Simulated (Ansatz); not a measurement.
A nudged elastic band was laid between two geometries of HOS2 (4 atoms, charge 0, multiplicity 2).

Theory: Ansatz, UKS B3LYP-D4/cc-pVDZ.

```yaml
movable_images: 3
climbing_image: no
spring: 5.0 eV/Å²
optimiser: quadratic models (default)
start_path: through a guess of the saddle point
force_threshold: 0.05 eV/Å
iteration_limit: 60
end_points: relaxed
```

First end point:

```xyz
4
Properties=species:S:1:pos:R:3
S -1.400 -0.420 0.904
O -0.441 0.810 0.346
S 0.981 0.485 -0.621
H 0.859 -0.875 -0.629
```

Last end point:

```xyz
4
Properties=species:S:1:pos:R:3
S -1.649 0.485 1.128
O -0.502 -0.387 0.310
S 0.785 0.522 -0.489
H 1.366 -0.620 -0.949
```

Q: What changes between the two ends?

A: No bond is made or broken. The dihedral S1–O2–S3–H4 goes from 0 to -180°.

Q: Give the energies along the band, and the barrier.

A: The forces met the threshold. The highest image is number 2 of 0 to 4, 0.039 eV above the ends, which have the same energy within 2 meV. No image climbed, so the highest image needn't sit at the top of the path. So few images can step over the top or miss a turn of the path.

```
image  path coordinate (Å)  energy (eV)  dihedral S1–O2–S3–H4 (°)
    0                 0.00        0.000                         0
    1                 0.49        0.022                        52
    2                 0.99        0.039                        97
    3                 1.48        0.023                       138
    4                 1.98       -0.002                      -180
```

Q: What is the geometry of the highest image?

A: 
```xyz
4
Properties=species:S:1:pos:R:3
S -1.439 -0.151 1.265
O -0.671 0.522 -0.047
S 1.085 0.355 -0.195
H 1.025 -0.725 -1.023
```

Run time: 35 s on 1 thread of Intel(R) Xeon(R) 6975P-C (Granite Rapids), with other jobs on the host, peak memory 0.16 GiB.
